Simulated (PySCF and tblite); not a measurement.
Values are calculated unless marked as measured or tabulated.
C6H10, numbered as in [CH:1]#[C:2][CH2:3][CH2:4][CH2:5][CH3:6].

Conformers came from 90 starts (ETKDG and KDG, MMFF94s, GFN2-xTB); geometries are PBE0-D3(BJ)/def2-SVP. Weights use B3LYP-D3(BJ)/def2-TZVP (IEF-PCM, chloroform) energies plus GFN2-xTB zero-point and thermal terms (modes under about 100 cm⁻¹ blended into free rotors). Symmetry numbers and mirror images are counted. Conformers within 3 kcal/mol (GFN2-xTB free energy) were kept, 8 at most. GIAO shieldings: PBE0/pcSseg-1 (IEF-PCM, chloroform). Shifts are against TMS (¹H), TMS (¹³C) at the same level. (PySCF 2.14, tblite 0.8.)

Torsions listed: C2–C3–C4–C5, C3–C4–C5–C6. Of a mirror pair one member is shown.

| conformer | shape | symmetry | E(GFN2) kcal/mol | E(DFT) kcal/mol |
| --- | --- | --- | --- | --- |
| 1 | -63°, 179° | C1 (pair) | 0.00 | 0.07 |
| 2 | 180°, 180° | Cs | 0.04 | 0.00 |
| 3 | -58°, -60° | C1 (pair) | 0.55 | 0.38 |
| 4 | 178°, 65° | C1 (pair) | 0.56 | 0.53 |
| 5 | 78°, -66° | C1 (pair) | 1.10 | 1.76 |

Question: How much do the weights at 298.15 K and the averaged shift of H5 depend on how the conformers are weighted?

Answer: 
```csv
weighting,1 (%),2 (%),3 (%),4 (%),5 (%),δ (ppm),rms dipole (D)
"DFT energy with thermal terms, symmetry and mirror images (full scheme)",37,26,18,17,2,1.32,1.10
DFT energy with symmetry and mirror images,37,21,22,17,2,1.34,1.10
bare DFT energy,31,35,18,14,2,1.30,1.11
GFN2-xTB energy with symmetry and mirror images,41,19,16,16,6,1.34,1.10
GFN2-xTB free energy,42,24,14,16,5,1.32,1.10
leading conformer alone,100,0,0,0,0,1.36,1.01
equal weights,20,20,20,20,20,1.36,1.12
"full scheme, search stopped after three starts",59,41,0,0,0,1.26,1.09
```

The largest departure from the full scheme, 0.06 ppm, comes with: full scheme, search stopped after three starts.
